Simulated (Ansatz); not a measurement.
# BSiH₃+ (doublet): wave-function methods side by side, cc-pVTZ

The task here is to estimate one member of a computed series from the others.

The runs use Ansatz 0.2.0, Gaussian basis; cc-pVTZ, core rule «outside noble gas», up to 6 orbitals frozen.

To be run: UHF; CCSD(T) on ROHF; CCSD(T) on UHF; BCCD(T) on ROHF; CCSDT(Q) on ROHF; CCSDT(Q) on UHF; CASSCF and NEVPT2, 9 electrons in 11 orbitals.

8 further runs of the same task are left out: 2 for a known fault of the program, 6 set aside as unsound or not needed.

## The geometry

The geometry is a PBE0/def2-TZVP stationary point (not a proven minimum) of the parent state, kept for this charge and spin.

5 atoms, charge 1, spin multiplicity 2.

Atoms are counted from 1 here; the program's logs count them from 0.

Bond lengths: Si1–B2 1.879 Å, Si1–H3 1.491 Å, Si1–H4 1.482 Å, B2–H5 1.185 Å. Angles: B2–Si1–H3 128.9°, B2–Si1–H4 121.6°, H3–Si1–H4 109.4°, Si1–B2–H5 143.8°.

Set-up of the first run:

File in.yaml:

```yaml
crystal:
  periodic: [false, false, false]
  atoms:
    - {symbol: Si, position_ang: [0.000000, 0.028764, 0.511008]}
    - {symbol: B, position_ang: [0.000000, -0.129527, -1.361590]}
    - {symbol: H, position_ang: [0.000000, 1.263163, 1.346633]}
    - {symbol: H, position_ang: [0.000000, -1.163262, 1.392206]}
    - {symbol: H, position_ang: [0.000000, 0.487893, -2.373513]}
basis:
  gaussian: {orbitals: cc-pVTZ}
total_charge: 1
magnetization: {spin_polarized: true, initial_magnetization: 1}
hamiltonian: {xc: hf}
output: {orbitals: {seedname: orbitals}}
```

Launch:

```sh
$ ansatz run in.yaml --threads 1 --pin off --events-out ev --progress --plain --max-ram 2816MiB --backend cpu
```

Steps of the session up to this table: UHF; CCSD(T) on ROHF; CCSD(T) on UHF; BCCD(T) on ROHF; CCSDT(Q) on ROHF; CCSDT(Q) on UHF; CASSCF and NEVPT2, 9 electrons in 11 orbitals.

One of the session's tables, all rows but one given; the rest of the session is left out.

```
        method  from UCCSDT(Q) (meV)
          ROHF               +5816.1
           UHF               +5741.2
          RMP2               +1188.7
          UMP2               +1199.8
         RCCSD                     ?
         UCCSD                +216.8
      RCCSD(T)                 +43.5
      UCCSD(T)                 +43.7
       BCCD(T)                 +42.9
        RCCSDT                  +7.6
        UCCSDT                  +7.2
     RCCSDT(Q)                  +0.8
     UCCSDT(Q)                     0
CASSCF valence               +3480.9
NEVPT2 valence                +948.4
```

**Question.** Estimate the row for RCCSD.

**Answer.** from UCCSDT(Q) (meV): +218.9. In the column «from UCCSDT(Q) (meV)» it lies between UCCSD (+216.8) and NEVPT2 valence (+948.4).

To keep in mind: Restricted and unrestricted rows rest on different reference determinants; where their highest levels disagree by more than a few hundredths of an eV, they describe different states and don't form one ladder.
